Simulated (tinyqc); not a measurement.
Orbital energy against energy difference: ionisation energy by orbital energies and by energy differences in the 6-31g basis, for HF, spin multiplicity 1. Computed by the program tinyqc with PySCF. The cation is unrestricted; errors are against CCSD(T) in this basis, not against experiment.

Geometry (angstrom):
```
atom       x       y       z
F     0.0000  0.0000  0.0000
H     0.0000  0.0000  0.7920
```

CCSD(T) difference in the same basis = 15.8038 eV

IP-EOM-CCSD = 15.5042 eV

First vertical ionisation energy (eV):
```
method     -e(HOMO)  E(cation) - E  error of -e(HOMO)  error of the difference
HF          17.4985      14.794937             1.6948                  -1.0088
LDA          8.6144      16.649880            -7.1894                   0.8461
PBE          8.4888      16.235163            -7.3150                   0.4314
B3LYP       10.5794      16.314225            -5.2244                   0.5105
PBE0        11.0352      16.197744            -4.7686                   0.3940
CAM-B3LYP   12.5361      16.307309            -3.2676                   0.5035
LC-wPBE     13.8692      16.367151            -1.9345                   0.5634
```

What does the comparison show, and why?

Koopmans errs by +1.69 eV and Delta-HF by -1.01 eV: relaxation, 2.70 eV, lowers the value and the missing correlation difference works against it. The PBE level is off by -7.3 eV through the wrong tail of its potential, though its energy difference is off by +0.43 eV; exact exchange deepens the level, and among the orbital energies HF comes closest; among the differences PBE0 does.
